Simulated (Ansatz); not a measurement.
HLiO, SMILES `[Li][OH]`, relaxed with RKS PBE0-D4/def2-TZVP in Ansatz from a PBE-D4/def2-SVP geometry. The force threshold is 0.005 eV/Å; the program also tests the step.

Charge 0, multiplicity 1.

Start:

```xyz
3

Li    0.745    0.634   -0.943
O    -0.109   -0.092    0.137
H    -0.636   -0.542    0.806
```

(1) By how much does the energy fall, and how many steps does the optimiser take? (Estimate.)

(2) Which bonds change most? (An estimate is asked.)

(3) Give the relaxed structure. (Estimate.)

## Answers

(1) Ansatz gave: 0.01 eV, in 3 steps.

(2) Computed: O2–H3 from 0.964 to 0.948 Å; Li1–O2 from 1.557 to 1.571 Å.

(3) Ansatz gave: 
```xyz
3

Li    0.747    0.636   -0.946
O    -0.114   -0.097    0.144
H    -0.634   -0.539    0.802
```
